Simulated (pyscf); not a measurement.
Optimised with ωB97X-D3(BJ)/def2-SVP in PySCF.

SMILES: [SiH3][As]([GaH2])[GaH2]
```xyz
11

Si    -1.7956    -0.6694    -2.7232
As    -0.4670    -1.7138    -1.1119
Ga    -1.4123    -0.6633     0.7764
Ga     1.3398    -0.2001    -1.1906
H     -3.1720    -1.2392    -2.6563
H     -1.8917     0.8087    -2.5366
H     -1.2183    -0.9331    -4.0725
H     -2.8912    -0.1528     0.6800
H     -0.5692    -0.5437     2.0898
H      2.2736    -0.0525     0.0570
H      1.5893     0.5896    -2.5214
```
Charge 0, spin multiplicity 1.

Q: What is the homolytic dissociation enthalpy (298 K, ωB97M-D3(BJ)/def2-TZVP) of the As–Si bond of `[SiH3][As]([GaH2])[GaH2]`, to SiH₃• + H₂Ga–As•–GaH₂?

A: As–Si to SiH₃• + H₂Ga–As•–GaH₂: 68.4 kcal/mol. The 7 functionals that were run give +64.3 (r²SCAN) to +75.8 kcal/mol (ωB97X-D3(BJ)). The radicals are drawn with the spin at the cut bond; how far it spreads was not checked. Other isomers of H₂Ga–As•–GaH₂ were not searched in full and may lie lower. Elements up to Kr have no core potential and no relativistic terms here.
